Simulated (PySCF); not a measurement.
# A diatomic session: MgO

Aim: find the lowest electronic state of MgO, scan its bond at several levels of theory, and get bond length, wavenumber and dissociation energy from each curve.

Computed with PySCF 2.14.0. Level: Mg x2c-SVPall, O x2c-SVPall, spin-free X2C with a Gaussian nucleus.

## (1) The job

Settings of the job:

```
atoms                         : Mg, O
charge                        : 0
basis                         : Mg x2c-SVPall, O x2c-SVPall
Hamiltonian                   : spin-free X2C with a Gaussian nucleus
basis functions               : 32
electrons treated             : 20
masses in u                   : 23.9850, 15.9949
levels                        : PBE0, PBE, r²SCAN, r²SCAN0, B97-3, revPBE, LC-ωPBE, HF, MP2, SCS-MP2, CCSD, CCSD(T)
grid                          : 80 radial by 434 angular points
occupations                   : held fixed by the projection of orbital angular momentum
dissociation limit            : Mg + O, each in its ground configuration
starting distance in angstrom : 1.955
values of 2S to try           : 0, 2
```

Command:

```console
$ OMP_NUM_THREADS=1 python dia.py task.json out
```

After this run come: First curve: PBE0; Excited determinants; PBE (GGA); r²SCAN (meta-GGA); r²SCAN0 (hybrid meta-GGA); B97-3 (global hybrid GGA); revPBE (GGA); LC-ωPBE (range-separated hybrid); UHF; MP2 and coupled cluster.

Q: Predict the outcome of this session. Wanted: for each run, Re; ωe; De; μ.

**Answer**, as computed:

Lowest PBE0 solution found, without spin–orbit coupling: ³Π (triplet), unpaired electrons σ ↑, π ↑. State 2 has its PBE0 minimum 0.06 eV higher, as a spin-mixed determinant (⟨S²⟩ = 1.00), so this is no gap between pure states. State 3 has its PBE0 minimum 0.40 eV higher. The other levels ran on the lowest alone.

| level | Re (Å) | ωe (cm⁻¹) | De (eV) | μ (D) |
| --- | --- | --- | --- | --- |
| UHF | 1.878 | 678 | 1.26 | -3.33 |
| UHF-MP2 | 1.902 | 653 | 2.19 | n/a |
| UHF-SCS-MP2 | 1.902 | 651 | 2.04 | n/a |
| UHF-CCSD | 1.904 | 646 | 1.80 | n/a |
| UHF-CCSD(T) | 1.908 | 638 | 1.86 | n/a |
| PBE | 1.918 | 605 | 2.62 | -2.66 |
| revPBE | 1.929 | 595 | 2.47 | -2.64 |
| r²SCAN | 1.902 | 630 | 2.67 | -2.93 |
| PBE0 | 1.897 | 636 | 2.34 | -2.97 |
| r²SCAN0 | 1.889 | 648 | 2.40 | -3.13 |
| B97-3 | 1.906 | 622 | 2.27 | -2.85 |
| LC-ωPBE | 1.887 | 660 | 2.57 | -2.98 |

De is counted to Mg + O in their ground configurations. A positive dipole means Mg(−)O(+).

Differences from CCSD(T) in the same basis:

```
      level  Re (mÅ)  ωe (%)
        UHF      -30    +6.4
    UHF-MP2       -7    +2.3
UHF-SCS-MP2       -6    +2.1
   UHF-CCSD       -5    +1.3
        PBE      +10    -5.1
     revPBE      +20    -6.7
     r²SCAN       -7    -1.2
       PBE0      -12    -0.2
    r²SCAN0      -19    +1.6
      B97-3       -3    -2.5
    LC-ωPBE      -22    +3.5
```

**Reading.** Against CCSD(T) in the same basis, the bond length is nearest at B97-3 (-3 mÅ) and farthest at UHF (-30 mÅ); the wavenumber is nearest at PBE0 (-0.2 %) and farthest at revPBE (-6.7 %). Hartree–Fock makes the bond too short and too stiff against this reference, as it mostly does. PBE gives a bond that is too long and too soft, as GGAs tend to. CCSD(T) in a basis this small is itself some way from its limit, more so than the functionals. Of the levels with a De here, UHF gives the least (1.26 eV) and r²SCAN the most (2.67 eV).

Correlated steps freeze 2 core orbitals. At some levels the lowest empty orbital lies below the highest filled one (the two can be of opposite spin).
